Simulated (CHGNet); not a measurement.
# hcp Y

Computed with the machine-learned potential CHGNet-r²SCAN (trained on r²SCAN data).

Cell (relaxed at this level):

```cif
data_Y2
_chemical_formula_sum 'Y2'
_space_group_name_H-M_alt 'P 1'
_space_group_IT_number 1
_cell_length_a 3.62808
_cell_length_b 3.62808
_cell_length_c 5.91169
_cell_angle_alpha 90.000
_cell_angle_beta 90.000
_cell_angle_gamma 120.000
loop_
_space_group_symop_operation_xyz
  'x, y, z'
loop_
_atom_site_label
_atom_site_type_symbol
_atom_site_fract_x
_atom_site_fract_y
_atom_site_fract_z
_atom_site_occupancy
Y1 Y 0.66667 0.33333 0.75000 1
Y2 Y 0.33333 0.66667 0.25000 1
```

- equilibrium lattice constant a: 3.628 Å
- c axis length: 5.912 Å
- volume per atom: 33.70 Å³/atom

Measured, for comparison: lattice constant a 3.648 Å, lattice parameter c 5.732 Å (293 K, no zero-point or thermal correction; as tabulated in Wikipedia's data pages). Computed (rounded) less measured: lattice constant a -0.5 %, lattice parameter c +3.1 %. A static lattice is as a rule a little smaller and stiffer than an uncorrected measurement, which narrows the difference in the lattice constant a and would widen misses of the other sign.

A machine-learned potential is trained on density-functional data: it inherits that level's misses and adds fitting errors of its own.
